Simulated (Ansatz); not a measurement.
**CuNi₄P₂Pd₉: short dynamics, then relaxation**

A packing of 16 atoms, thrown in at random and pushed apart as soft spheres with like charges further apart (1 Cu, 4 Ni, 2 P, 9 Pd) went through Langevin stages in a fixed cell of 14.55 Å³/atom, at one k point, without spin and with a Fermi–Dirac width of kT (0.05 eV at least). The calculation used DFT PBE, scalar-relativistic, plane waves, PAW (Ansatz 0.2.0).

```tsv
thermostat (K)	duration (fs)	friction (1/fs)	cutoff (eV)	mean T (K)	mean P (GPa)	mean square displacement (Å²)
2400	72	0.030	320	2291	6.9	0.13
2400	477	0.030	420	2353	14.5	0.51
1730	339	0.030	420	1746	11.3	0.19
960	270	0.030	420	991	6.4	0.18
300	357	0.030	420	305	1.1	0.17
```

Means run over the second half of a stage; pressure includes the kinetic part; displacements count from the stage's start, the atoms' common shift taken off. In so short a run the atoms moved about a bond length or less in the hot stages, so this is an annealed packing, not a quenched equilibrium liquid.

Cell and atoms were then relaxed on coarser meshes and computed once more: Settings: cutoff 420 eV, Γ-centred mesh 5×5×6 on the computed 16-atom cell, Gaussian smearing of 0.10 eV; no spin polarisation.

Q: What structure is left?

A: One draw of many: 14.00 Å³/atom with no gap on the mesh, 0.14 eV/atom below the elements' standard states (static lattices, no corrections for gases) (a random packing after short dynamics, relaxed).

Counting as bonded all pairs within 1.2 times the summed covalent radii:

```tsv
atom → neighbour	mean count	mean length (Å)	spread (Å)
Cu → Ni	4.00	2.59	0.08
Cu → P	1.00	2.35	0.00
Cu → Pd	7.00	2.75	0.19
Ni → Cu	1.00	2.59	0.08
Ni → Ni	1.50	2.47	0.09
Ni → P	1.00	2.26	0.10
Ni → Pd	7.75	2.81	0.20
P → Cu	0.50	2.35	0.00
P → Ni	2.00	2.26	0.10
P → Pd	6.00	2.46	0.14
Pd → Cu	0.78	2.75	0.19
Pd → Ni	3.44	2.81	0.20
Pd → P	1.33	2.46	0.14
Pd → Pd	6.89	2.84	0.16
```

Angles between all pairs of such bonds at an atom (mean ± spread): 96 ± 34° at Cu, 97 ± 34° at Ni, 99 ± 31° at P, 96 ± 34° at Pd.

```xyz
16
Lattice="6.8823 0.7965 -0.1995 0.8353 6.0619 0.7974 -0.1718 0.7684 5.5703" Properties=species:S:1:pos:R:3 pbc="T T T"
Pd    4.7762    2.1113    2.5703
Pd    3.5566    4.0032    0.5709
Pd    2.1183    2.2124    2.1002
Pd    5.9154    6.4327    5.4922
Pd    4.4806    6.0383    2.1514
Pd    3.0543    2.2330    4.7498
Pd    5.0960    4.2313    4.0346
Pd    0.7442    3.4880    5.1725
Pd    0.5565    0.8100    3.8518
Ni    5.7575    1.8514    0.2963
Ni    1.8693    6.2806    1.6761
Ni    2.5053    4.5530    3.3988
Ni    6.4350    3.8021    1.7935
P     3.6908    6.2776    4.3256
P     1.2582    4.2593    1.3682
Cu    6.9403    5.9678    2.9648
```

The final mesh leaves forces up to 0.12 eV/Å and stresses up to 0.7 GPa: the relaxation ran on a coarser mesh, so the cell's shape, its bonds and its energy belong partly to that mesh.

Spin polarisation was left out, and a magnetic state may lie lower.

Cost: 6 runs of about 68 core-minutes in all (earlier runs that led there not counted), on Arm Neoverse V1 (shared hosts).